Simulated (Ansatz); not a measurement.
**AlC (quartet): B2PLYP, RPA-PBE over vertical spin and charge gaps, cc-pVDZ**

Aim: run AlC (quartet) with these functionals over vertical spin and charge gaps, and hold them against the top wave-function level at the same points.

The runs use Ansatz 0.2.0, Gaussian basis; cc-pVDZ, all electrons in the functionals, frozen cores in the correlation of double hybrids and RPA.

Plan: B2PLYP, RPA-PBE, at charge 0, quartet; charge 0, doublet; charge 0, sextet; charge 1, triplet; charge 1, quintet.

17 further runs of the same task are left out: 7 that didn't finish, 10 set aside as unsound or not needed.

## 1. The system

The geometry is a PBE0/def2-TZVP stationary point (not a proven minimum).

2 atoms, charge 0, spin multiplicity 4.

Atoms are counted from 1 here; the program's logs count them from 0.

Bond lengths: Al1–C2 1.967 Å.

No dispersion term is added.

The geometry shown and the zero of energy belong to the point charge 0, quartet. The yardstick, FCI, and other wave-function levels (R restricted, U unrestricted, valence and pair active spaces) come from earlier runs.

## 2. B2PLYP, charge 0, quartet

Input file in.yaml:

```yaml
crystal:
  periodic: [false, false, false]
  atoms:
    - {symbol: Al, position_ang: [0.000000, 0.000000, 0.000000]}
    - {symbol: C, position_ang: [0.000000, 0.000000, 1.966767]}
basis:
  gaussian: {orbitals: cc-pVDZ}
magnetization: {spin_polarized: true, initial_magnetization: 3}
hamiltonian: {xc: {name: B2PLYP}}
correlation: {electrons: outside_noble_gas}
```

Run with:

```bash
ansatz run in.yaml --threads 1 --pin off --events-out ev --progress --plain --max-ram 2393MiB
```

Further steps of the session: B2PLYP, charge 0, doublet; B2PLYP, charge 0, sextet; B2PLYP, charge 1, triplet; B2PLYP, charge 1, quintet; RPA-PBE, charge 0, quartet; RPA-PBE, charge 0, doublet; RPA-PBE, charge 0, sextet; RPA-PBE, charge 1, triplet; RPA-PBE, charge 1, quintet.

Q: Predict the results of all the runs planned. Wanted: quartet to doublet, FCI; quartet to sextet, FCI; ionisation to the triplet cation, FCI; ionisation to the quintet cation, FCI; largest miss, B2PLYP; largest miss, RPA-PBE.

As calculated:

| quantity | value |
| --- | --- |
| quartet to doublet, FCI | 1.169 eV |
| quartet to sextet, FCI | 3.519 eV |
| ionisation to the triplet cation, FCI | 8.436 eV |
| ionisation to the quintet cation, FCI | 9.441 eV |
| largest miss, B2PLYP | +0.192 eV (quartet to sextet) |
| largest miss, RPA-PBE | +0.266 eV (ionisation to the quintet cation) |

In words: Of the functionals, B2PLYP keep the smallest largest miss at the points compared (at most 0.192 eV) and RPA-PBE strays most (0.266 eV, at ionisation to the quintet cation). B2PLYP, RPA-PBE clearly break the spin symmetry at some points (⟨S²⟩ up to 1.08 above the pure value), so energy there is bought with a mixed spin. Functionals and the yardstick converge differently with the basis, so part of each miss in cc-pVDZ is the basis.
